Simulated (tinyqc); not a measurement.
Geometry optimisation on the RHF/sto-3g surface (energies and gradients from PySCF), for H3O+, spin multiplicity 1, step by step. One step of it, computed by the program tinyqc.

Question. Step 2: move. Quasi-Newton step p = -H^(-1) g (the inverse Hessian comes from BFGS updates; coordinates in the order x, y, z of each atom); steps longer than 0.5 bohr are cut back.

positions after step 1 (bohr):
```
            x          y          z
1O   0.090101   0.025599   0.163602
2H   1.857680  -0.015169  -0.037275
3H  -0.830026   1.680952  -0.075076
4H  -0.864532  -1.602565  -0.011566
```

gradient (hartree/bohr):
```
              x            y            z
1O   0.08439550  -0.00646803  -0.00712358
2H  -0.06068638   0.00010947   0.00884935
3H  -0.01402318   0.02630464  -0.00160056
4H  -0.00968594  -0.01994608  -0.00012520
```

inverse Hessian in use (bohr^2/hartree):
```
            1          2          3          4          5          6          7          8
1    1.025839   0.045974   0.078448   0.499902   0.006913  -0.075689   0.092840  -0.223042
2    0.045974   1.664050  -0.010915  -0.044350  -0.002177   0.007274  -0.003700   0.021060
3    0.078448  -0.010915   1.698090   0.004664   0.012198  -0.005042  -0.034340  -0.011954
4    0.499902  -0.044350   0.004664   1.382425   0.015547   0.036076  -0.109305   0.110972
5    0.006913  -0.002177   0.012198   0.015547   1.670739  -0.003733  -0.008306  -0.010075
6   -0.075689   0.007274  -0.005042   0.036076  -0.003733   1.662717   0.018978  -0.012653
7    0.092840  -0.003700  -0.034340  -0.109305  -0.008306   0.018978   1.666083   0.054298
8   -0.223042   0.021060  -0.011954   0.110972  -0.010075  -0.012653   0.054298   1.626602
9    0.004405   0.001366  -0.013591  -0.024387  -0.004197   0.005072   0.006671   0.014022
10   0.048086   0.002076  -0.048772  -0.106355  -0.014153   0.020636   0.017049   0.057773
11   0.170156  -0.016266   0.010671  -0.082168   0.008180   0.009111  -0.042292   0.029080
12  -0.007164   0.002275  -0.012791  -0.016352  -0.004268   0.003920   0.008692   0.010585

            9         10         11         12
1    0.004405   0.048086   0.170156  -0.007164
2    0.001366   0.002076  -0.016266   0.002275
3   -0.013591  -0.048772   0.010671  -0.012791
4   -0.024387  -0.106355  -0.082168  -0.016352
5   -0.004197  -0.014153   0.008180  -0.004268
6    0.005072   0.020636   0.009111   0.003920
7    0.006671   0.017049  -0.042292   0.008692
8    0.014022   0.057773   0.029080   0.010585
9    1.670788   0.013312  -0.011191   0.004397
10   0.013312   1.707886  -0.045696   0.014824
11  -0.011191  -0.045696   1.645673  -0.008592
12   0.004397   0.014824  -0.008592   1.671140
```

Give: positions after step 2.

Answer.

positions after step 2 (bohr):
```
          x        y        z
1O   0.0464   0.0287   0.1689
2H   1.8916  -0.0147  -0.0424
3H  -0.8237   1.6658  -0.0748
4H  -0.8612  -1.5910  -0.0120
```
